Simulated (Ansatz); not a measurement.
## Ansatz (development build ahead of 0.2.0) run

```yaml
crystal:
  periodic: [false, false, false]
  atoms:
    - { symbol: C, position_ang: [0.0, -0.52592, 0.0] }
    - { symbol: O, position_ang: [0.0, 0.67403, 0.0] }
    - { symbol: H, position_ang: [0.93861, -1.11835, 0.0] }
    - { symbol: H, position_ang: [-0.93862, -1.11835, 0.0] }
basis:
  gaussian: { orbitals: cc-pVTZ }
hamiltonian:
  xc: hf
correlation:
  method: mp2
  frozen_orbitals: { C: 1, H: 0, O: 1 }
```

The input is written out in the form of the current development build from the run's settings.

Results

```
Converged                                                          : yes
Reference energy                                                   : -113.91187 hartree
Correlation energy                                                 : -0.39508 hartree
Total energy                                                       : -114.30696 hartree
Spin squared of the determinant                                    : 0.000
Stability test                                                     : minimum among restricted orbitals
Occupied orbitals by symmetry in an Abelian subgroup (alpha; beta) : 7 A' 1 A''; 7 A' 1 A''
```
